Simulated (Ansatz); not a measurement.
Match the barriers

Saddle point of SiH₈O₂, singlet (SiH₄ + H₂O + H₂O → SiH₄O ([OH][SiH3]) + H₂O + H₂; bonds formed: Si1–O7, H2–H8, H6–O9; bonds broken: Si1–H2, H6–O7, H8–O9), PBE0-D4/def2-TZVP structure:

| atom | x (Å) | y (Å) | z (Å) |
| --- | --- | --- | --- |
| Si1 | -0.5540 | 0.2235 | -1.1264 |
| H2 | -1.0990 | -0.4893 | 0.3300 |
| H3 | -0.8833 | -1.0702 | -1.7915 |
| H4 | -1.7026 | 1.1656 | -1.0055 |
| H5 | 0.2184 | 0.8964 | -2.2595 |
| H6 | 0.9577 | -0.1220 | 0.9483 |
| O7 | 0.9192 | 0.4480 | -0.1276 |
| H8 | -0.4184 | -0.7558 | 1.2205 |
| O9 | 0.5131 | -0.7790 | 1.8214 |
| H10 | 1.6854 | 0.7416 | -0.6282 |
| H11 | 0.3637 | -0.2589 | 2.6186 |

Computed with Ansatz 0.2.0 (basis: def2-TZVPP, with def2-QZVPP for the basis limit); correlated methods freeze the cores. B3LYP uses VWN-RPA correlation. Extrapolation: Hartree–Fock as exp(−7.88 √X), correlation as X^−2.97. Four methods, as single points on the PBE0-D4 structures, gave these electronic barriers from the start structure: 127.7, 138.2, 158.3, 225.1 kJ/mol.

Problem. The methods were, in alphabetical order, B3LYP-D4, BHLYP-D4, BLYP-D4, HF. Which gave which? (A judgement: the text doesn't fix the answer.)

Solution. By the calculation: BLYP-D4 127.7; B3LYP-D4 138.2; BHLYP-D4 158.3; HF 225.1 kJ/mol. For comparison, CCSD(T) at an estimated basis limit (MP2 extrapolated from triple and quadruple zeta, plus CCSD(T) − MP2 in triple zeta) gives 152.2 kJ/mol.

T1 diagnostic: at most 0.012.

Labels in which every atom is bracketed show which atoms are joined, not bond orders.

For scale, one of the runs: CCSD(T)/def2-TZVPP, 216 basis functions, launched by `ansatz run in.yaml --threads 4 --pin off --events-out ev --progress --plain --max-ram 9574MiB`. Hardware: 4 CPU threads of an AMD EPYC, shared host. Wall time 94 s; peak host memory 3.2 GiB.
